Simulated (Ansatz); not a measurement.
## Scan of [Br···H···BH2], doublet

Starting geometry:

```xyz
5

Br   -0.4753    0.0000    0.0000
H     0.9453    0.0000    0.0000
B     2.8067    0.0000    0.0000
H     3.3158    0.0000    1.0770
H     3.3158    0.0000   -1.0770
```

From there atom H2 is moved from one fragment to the other while all else, the fragments' distance too, stays fixed; atoms are numbered as listed. Energies are in eV, counted from the starting geometry at the same level.

Basis cc-pVDZ; Ansatz 0.2.0. Only valence electrons are correlated (noble-gas cores and the filled d shells of p-block atoms frozen). Prefix R: restricted or restricted open-shell reference; prefix U: unrestricted. No spin–orbit coupling is included, and no scalar relativity.

For open shells CISD is restricted-active-space CI with the open shells as a complete middle space.

Full CI isn't at hand for all of this; UCCSDT(Q) serves as the reference, and is uncertain by the last step of the cluster series or more. The frozen core follows each run's orbitals, which can shift R against U totals by a few meV for light atoms and by up to 0.1 eV past Ca.

```
distance Br1-H2 (Å)  UCCSDT(Q)  error RHF  error RMP2  error UMP2  error CISD  error RCCSDT  error RCCSDT(Q)
              1.321      0.270     -0.079      -0.012      -0.014      -0.024        -0.001            0.000
              1.421      0.000      0.000       0.000       0.000       0.000         0.000            0.000
              1.519     -0.083      0.096       0.014       0.024       0.030         0.001            0.000
              1.618     -0.122      0.201       0.021       0.056       0.058         0.002            0.000
              1.717     -0.201      0.265       0.005       0.081       0.061         0.002            0.000
              1.816     -0.343      0.199       0.043       0.086       0.046         0.001            0.001
              1.914     -0.514      0.077       0.060       0.078       0.016         0.000            0.001
              2.013     -0.647     -0.034       0.055       0.068      -0.016         0.000            0.001
              2.112     -0.644     -0.121       0.045       0.059      -0.043        -0.001            0.001
```

Errors are those of relative energies. In total energy the starting point itself misses UCCSDT(Q) by: RHF 6.546, RMP2 1.065, UMP2 1.065, CISD 0.624, RCCSDT 0.008, RCCSDT(Q) 0.000 eV.

Spread of the error over the points with a reference, to 2.112 Å (largest less smallest): RCCSDT(Q) 0.002, RCCSDT 0.003, RMP2 0.072, UMP2 0.100, CISD 0.104, RHF 0.386 eV.
